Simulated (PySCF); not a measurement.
PH₄ (charge +1).
SMILES: `[PH4+]`

Jobs on this species (5 atoms, 18 electrons) with PySCF (density fitting). Hardware of each: an Arm Neoverse V1 with one thread, on a shared host. Other jobs ran on the host; a repeat could differ by tens of per cent or more. Peak memory is the resident size of the whole Python process, interpreter and libraries included.

```json
{"level and settings": "PBE0/pcSseg-0", "work": "shieldings, charges and field gradients", "basis functions": "21", "SCF cycles": "9", "wall time": "0.75 s", "peak memory": "0.33 GiB"}
{"level and settings": "PBE0/aug-cc-pVDZ", "work": "shieldings, charges and field gradients", "basis functions": "63", "SCF cycles": "?", "wall time": "?", "peak memory": "?"}
{"level and settings": "PBE0/cc-pVDZ", "work": "shieldings, charges and field gradients", "basis functions": "38", "SCF cycles": "?", "wall time": "?", "peak memory": "?"}
{"level and settings": "PBE0/IGLO-III", "work": "shieldings, charges and field gradients", "basis functions": "84", "SCF cycles": "?", "wall time": "?", "peak memory": "?"}
{"level and settings": "PBE0-D3(BJ)/def2-SVP, grid level 1", "work": "geometry optimisation from a GFN2-xTB start shaken at random", "basis functions": "38", "SCF cycles": "21", "wall time": "1.5 s", "peak memory": "0.25 GiB"}
{"level and settings": "PBE0/pcSseg-3", "work": "shieldings, charges and field gradients", "basis functions": "208", "SCF cycles": "9", "wall time": "7.2 s", "peak memory": "0.80 GiB"}
{"level and settings": "PBE0/cc-pVTZ", "work": "shieldings, charges and field gradients", "basis functions": "90", "SCF cycles": "9", "wall time": "2.2 s", "peak memory": "0.33 GiB"}
```

Q: Fill in the missing figures.

A: 
- PBE0/aug-cc-pVDZ; shieldings, charges and field gradients: 1.6 s, 0.33 GiB, 9 SCF cycles
- PBE0/cc-pVDZ; shieldings, charges and field gradients: 1.1 s, 0.26 GiB, 9 SCF cycles
- PBE0/IGLO-III; shieldings, charges and field gradients: 1.9 s, 0.33 GiB, 10 SCF cycles

Q: What do all jobs in the table cost together?

A: About 16 s; the longest takes about 44 % of that, and about 9.6 times as long as the shortest.
